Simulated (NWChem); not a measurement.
Molecule: C₃H₈O; SMILES O(C)CC

```xyz
12

C      0.4811     1.5619     0.1552
C     -0.6199     0.5869    -0.2638
O     -0.5366    -0.6794     0.3715
C      0.4865    -1.5121    -0.1291
H      0.3093     2.5442    -0.3007
H      0.4878     1.6827     1.2437
H      1.4738     1.2203    -0.1576
H     -1.5987     0.9880     0.0216
H     -0.6211     0.4604    -1.3602
H      1.4947    -1.1207     0.0755
H      0.3897    -1.6641    -1.2172
H      0.3833    -2.4789     0.3715
```
Atoms are numbered in this order, from 1.

Program: NWChem. Structure relaxed at the B3LYP/6-31G* (spherical d) level. GIAO values for the isolated, static molecule; σ is the absolute isotropic shielding, δ = σ(reference) − σ with the isolated reference molecule computed at the same levels (13C: tetramethylsilane, 1H: tetramethylsilane, 17O: water).

For level KT2/pcSseg-1:

| Item | Value |
|---|---|
| δ C2 (ppm) | 72.0 |
| δ O3 (ppm) | 37.4 |
| δ C4 (ppm) | 58.2 |

Task: What are these values for level PBE/pcSseg-1?

Result: The δ C2 (ppm) is 73.5 and the δ O3 (ppm) is 40.2. The δ C4 (ppm) is 59.4.
